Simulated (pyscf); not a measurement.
`[F][SiH2][F]` + `[H]` [doublet] → `[F][SiH][F]` [doublet] + `[H][H]` (hydrogen abstraction; doublet surface; H–Si broken, H–H formed). Single points on ωB97X-D3(BJ)/def2-SVP structures (PySCF, gas phase). Energies in kJ/mol from the separated reactants.

```tsv
level	barrier	reaction energy
ωB97X-D3(BJ)/def2-TZVP	…	-27.6
PBE/def2-TZVP	…	…
r²SCAN/def2-TZVP	3.3	-47.0
B3LYP-D3(BJ)/def2-TZVP	7.8	-45.7
M06-2X/def2-TZVP	33.8	-39.0
ωB97M-D3(BJ)/def2-TZVP	28.7	-28.7
```

**Question.** Fill in the missing entries.

**Answer.** 
- ωB97X-D3(BJ)/def2-TZVP, barrier: 28.4
- PBE/def2-TZVP, barrier: 4.0
- PBE/def2-TZVP, reaction energy: -45.6

The functionals in the table span 30.5 kJ/mol in this barrier, from r²SCAN to M06-2X. One saddle was located; it need not be the lowest between these sides. The angle at the transferred H is 177°.
